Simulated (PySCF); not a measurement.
CH, SMILES [CH] (connectivity only; charge and spin as stated), charge +1, multiplicity 1.

The structure is a stationary point at B3LYP-D3(BJ)/def2-TZVPD.

Method: TDDFT-ωB97X/def2-TZVPD in PySCF.

Vertical excitations; the highest root listed may be one member of a degenerate set. Isolated molecule, no solvent. State labels are in the subgroup C2v.

```
state  symmetry  energy (eV)  λ (nm)      f                      main pairs
-----  --------  -----------  ------  -----  ------------------------------
S1           B1         2.89     429  0.006      HOMO→LUMO (degenerate set)
S2           B2         2.89     429  0.006    HOMO→LUMO+1 (degenerate set)
S3           A1        12.92      96  0.315                HOMO→LUMO+2 97 %
S4           B2        13.44      92  0.193  HOMO−1→LUMO+1 (degenerate set)
S5           B1        13.44      92  0.193    HOMO−1→LUMO (degenerate set)
S6           A1        16.06      77  0.126                HOMO→LUMO+3 98 %
S7           B1        16.68      74  0.034    HOMO→LUMO+4 (degenerate set)
S8           B2        16.68      74  0.034    HOMO→LUMO+5 (degenerate set)
S9           A1        17.40      71  0.199                HOMO→LUMO+6 96 %
S10          B1        17.79      70  0.302                HOMO→LUMO+9 88 %
T1           B2         1.00    1244      0    HOMO→LUMO+1 (degenerate set)
T2           B1         1.00    1244      0      HOMO→LUMO (degenerate set)
T3           B2         9.53     130      0  HOMO−1→LUMO+1 (degenerate set)
T4           B1         9.53     130      0    HOMO−1→LUMO (degenerate set)
```
Triplets are in the Tamm–Dancoff approximation, which puts them higher than full response would, so one can lie above its singlet here.
